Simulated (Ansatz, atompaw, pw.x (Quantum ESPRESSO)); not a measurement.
# N (Z = 7): one change to the PAW (atompaw) potential, in the atom and in the bcc crystal

* Element: N
* Generator: atompaw 4.2.0.5
* Type: PAW
* Functional: PBEsol
* Relativity: scalar-relativistic
* Frozen core: [He]
* Valence charge: 5
* Reference configuration: 2s2 2p3
* Partial waves: 2s (bound): rc 2.05 bohr; 2s channel at -1.05 Ry: rc 2.05 bohr; 2p (bound): rc 2.05 bohr; 2p channel at 1.7 Ry: rc 2.05 bohr; 3d channel at 0.45 Ry: rc 1.95 bohr; 3d channel at 1.45 Ry: rc 2.05 bohr
* Local potential: bessel scheme, radius 1.85 bohr
* Core correction: smooth core density matched at 2.05 bohr
* Augmentation charge: gaussian compensation charge, radius 2.00 bohr; PAW radius 2.05 bohr; waves and projectors: custom rrkj vanderbiltortho

Change: local potential bessel scheme, radius 1.40 bohr.

Cutoffs, loose and tight: the cutoffs (Ry, on a coarse ladder) from which the occupation-weighted sum of valence levels, in a spherical-Bessel basis at the reference potential, stays within 10 and 1 mRy of its value at 400 Ry. They see the waves, projectors and local potential, not the compensation charge or the core.

Crystal test: bcc N in pw.x 7.5, no spin, 18³ k-points, Fermi–Dirac smearing 0.01 Ry, cutoffs set for each file from its atomic test. The reference is all-electron LAPW (Ansatz 0.2.0) with the same functional, mesh and smearing; V0 and B0 come from Birch–Murnaghan fits to the pressures at five volumes. Errors are pseudo minus all-electron; Δ is the rms difference of the E(V) curves that follow from these fits, minima aligned, over ±6 % about the mean V0. Mesh and smearing are coarse, so the numbers serve the comparison and aren't converged zero-temperature values; the lattice is a test structure that the element need not adopt. Spin polarisation is left out.

All-electron: a0 = 2.395 Å (V0 = 6.87 Å³/atom), B0 = 214.6 GPa.

Question: Does the change bring the crystal closer to the all-electron result?

Answer: The mean pressure error goes from +1.31 to -1.02 GPa, so the change moves the solid closer to the all-electron pressures.

```csv
quantity,base,changed
outcome (atom),generated,generated
"cutoff, loose (atom)",15 Ry,15 Ry
"cutoff, tight (atom)",21 Ry,21 Ry
bound ghosts (atom),none,none
cutoffs in pw.x (Ry),40/400,40/400
a0 (Å),2.400,2.392
a0 error (%),+0.20,-0.16
B0 error (%),+1.4,+0.8
Δ (meV/atom),2.0,1.5
mean pressure error (GPa),+1.31,-1.02
```

Base: The largest radius (2.05 bohr) exceeds half the bond length (1.96 bohr), so the spheres overlap, which is one possible source of error among others. Changed file: The largest radius (2.05 bohr) exceeds half the bond length (1.96 bohr), so the spheres overlap, which is one possible source of error among others. The atomic cutoffs weigh occupied waves only.
